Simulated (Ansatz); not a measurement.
# AlFH2: the cost of one run

All numbers below are computed with Ansatz 0.2.0 (RKS PBE0/6-31G*).

### Step 1. The starting structure

Bond lengths: Al1–F2 1.690 Å, Al1–H3 1.560 Å, Al1–H4 1.560 Å. Angles: F2–Al1–H3 120.0°, F2–Al1–H4 120.0°, H3–Al1–H4 120.0°.

Structure file:

```xyz
4

Al    0.0000    0.0000    0.0000
F     0.0000    0.0000    1.6900
H     1.3510    0.0000   -0.7800
H    -1.3510    0.0000   -0.7800
```

### Step 2. Preparing the start

Contents of input.yaml:

```yaml
crystal:
  periodic: [false, false, false]
  atoms:
    - { symbol: Al, position_ang: [0.0, 0.0, 0.0] }
    - { symbol: F, position_ang: [0.0, 0.0, 1.69] }
    - { symbol: H, position_ang: [1.351, 0.0, -0.78] }
    - { symbol: H, position_ang: [-1.351, 0.0, -0.78] }
basis:
  gaussian: { orbitals: "6-31G*" }
hamiltonian:
  xc: pbe0
relax:
  f_tol: 0.02
  max_steps: 40
```

The run is started by

```console
> ansatz run input.yaml --threads 1 --pin off --max-ram 2048MiB --backend cpu --events-out ev --progress --plain --runs-dir out
```

**Question.** How long does this run take on 1 thread of Arm Neoverse V1, shared host, and how much memory does it need?

About 3.5 s, with a peak of 0.094 GiB.
